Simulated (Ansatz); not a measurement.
The input, for Ansatz 0.2.0:

```yaml
crystal:
  periodic: [false, false, false]
  atoms:
    - {symbol: Si, position_ang: [0.000000, -0.050740, 0.000000]}
    - {symbol: H, position_ang: [0.000000, 0.706913, -1.278374]}
    - {symbol: H, position_ang: [0.000000, 0.706912, 1.278374]}
basis:
  gaussian: {orbitals: cc-pVDZ}
total_charge: 1
magnetization: {spin_polarized: false, initial_magnetization: 1}
correlation: {method: sc_nevpt2, electrons: outside_noble_gas, active_space: {window: {electrons: 5, orbitals: 6}, shells: [{species: H, l: s, shell: 1}, {species: Si, l: s, shell: 3}, {species: Si, l: p, shell: 3}]}}
```

```sh
$ ansatz run in.yaml --threads 1 --pin off --events-out ev --progress --plain --max-ram 2393MiB
```

**Question.** Roughly how long does this take on 1 thread of Arm Neoverse V2, shared host, and how much host memory?

**Answer.** 0.27 s wall and 0.18 GiB.

```
507 factors; integrals over basis functions are off by at most 1.2e-7 eV
mean field evaluation 1: about -7883.3966 eV, gradient 6.9e0 eV
mean field evaluation 2: about -7883.3974 eV, gradient 6.9e0 eV
mean field evaluation 4: about -7883.8562 eV, gradient 4.4e-1 eV
mean field evaluation 8: about -7883.8591 eV, gradient 3.2e-4 eV
mean field -7883.85914364 eV, -289.7264796569 hartree, gradient 1.3e-6 eV, S^2 0.750000; 0 other end points of the search recorded, 0 dependent functions left out
reference -7883.85914364 eV, -289.7264796569 hartree; 8, 7 occupied and 20, 21 virtual orbitals, 507 factors
state -7884.85913887 eV, -289.7632288039 hartree
state -7884.85913887 eV, -289.7632288039 hartree; corrected -7885.76939071 eV, -289.7966799423 hartree
Total energy: -7885.76939071 eV, -289.7966799423 hartree
Checks for a lower state left out: starts, orbital_swaps
```

For the same geometry and basis full CI lies 427.4 meV lower.
